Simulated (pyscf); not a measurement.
H₃Si–SiH(Cl)–Cl (SMILES [SiH3][SiH](Cl)Cl) → SiH₄ (SMILES [SiH4]) + Cl–Si:–Cl (SMILES Cl[Si]Cl) [singlet], gas phase, singlet surface. Single points on ωB97X-D3(BJ)/def2-SVP structures (PySCF, gas phase). MP2 and CC: frozen core, UHF for open shells. ΔMP2 is the change of the MP2 total energy from the triple- to the quadruple-zeta basis. ΔG in kcal/mol from CCSD(T)/def2-TZVPP + ΔMP2(QZVPP) energies (ideal gas, 1 atm, RRHO with modes under 100 cm⁻¹ raised to 100, one conformer, R ln 2 for chiral ones without a mode under 150 cm⁻¹).

```
T (K)     ΔG
-----  -----
298    +22.8
600    +13.5
900        ?
1200    -3.4
```

Fit a line to the three values, predict ΔG at 900 K, and estimate where the reaction turns favourable at 1 atm of each gas.

Least squares gives ΔG = +31.2 − 28.9 × T/1000 K, so ΔS is about +121 J/(mol K) and ΔH about +31.2 kcal/mol over this range (ΔH at 298 K: +32.3). At 900 K the line gives +5.2; the computed value is +4.9. ΔG = 0 falls near 1080 K; 1 kcal/mol in the energy moves that by 35 K. This is thermodynamics alone and says nothing of the barrier. The CCSD(T) − MP2 part came from Ansatz, without density fitting, on the same reference.
